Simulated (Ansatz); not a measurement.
Molecule: methylsulfinylmethane, C₂H₆OS, net charge 0, singlet state. SMILES: CS(C)=O
Coordinates optimised at B3LYP-D3(BJ)/def2-TZVP (Ansatz, a program for electronic structure):
```xyz
10

S      0.0001     0.2316    -0.4434
O     -0.0091     1.4791     0.3687
C      1.3569    -0.7945     0.1950
C     -1.3493    -0.8091     0.1868
H      1.2528    -0.8869     1.2761
H     -2.2783    -0.2983    -0.0600
H      1.3433    -1.7716    -0.2883
H      2.2817    -0.2736    -0.0462
H     -1.3222    -1.7861    -0.2964
H     -1.2508    -0.9004     1.2685
```
Charge 0, spin multiplicity 1.

Cost and error of B3LYP with Ansatz in habitual basis sets for the enthalpy of formation at 298 K (kcal/mol). Terms: LANL2DZ with its own core potentials from Na on; UHF or UKS for open shells; six Cartesian d functions in 6-31G* and its kin unless marked 5d; no spin-orbit coupling; non-relativistic; dispersion terms only where a functional's name holds one; 6-311+G** with 5d, 6d on Na to Ar in Ansatz. First-principles rows: single points at B3LYP-D3(BJ) geometries (Ansatz), with unscaled harmonic terms from B3LYP/6-31G* at its own minima, enthalpies of formation by atomisation with measured atoms. Costs are core time of energy and forces over that of the cheapest set, on one shared machine, to one figure and rough; under a factor of 2 they don't order.

Measured values: G2/97 table in ASE (Curtiss et al.); they hold spin-orbit and core effects, anharmonicity. 

Value to compare with: -36.2 kcal/mol.

| level | relative cost | enthalpy of formation at 298 K (kcal/mol) | error |
|---|---|---|---|
| B3LYP/STO-3G | 1× | -101.2 | -65.0 |
| B3LYP/LANL2DZ | 1× | 75.2 | 111.4 |
| B3LYP/3-21G | 1× | 58.8 | 95.0 |
| B3LYP/def2-SVP | 2× | -10.6 | 25.6 |
| B3LYP/6-31G** | 2× | -17.6 | 18.6 |
| B3LYP/6-31G* | 2× | -12.2 | 24.0 |
| B3LYP/6-31G | 2× | 70.7 | 106.9 |
| B3LYP/cc-pVDZ | 2× | 7.7 | 43.9 |
| B3LYP/6-31+G* | 4× | -8.5 | 27.7 |
| B3LYP/6-311+G** | 5× | -6.0 | 30.2 |

The dearest set gives 30.2 kcal/mol. A small set can land close by cancelling terms.
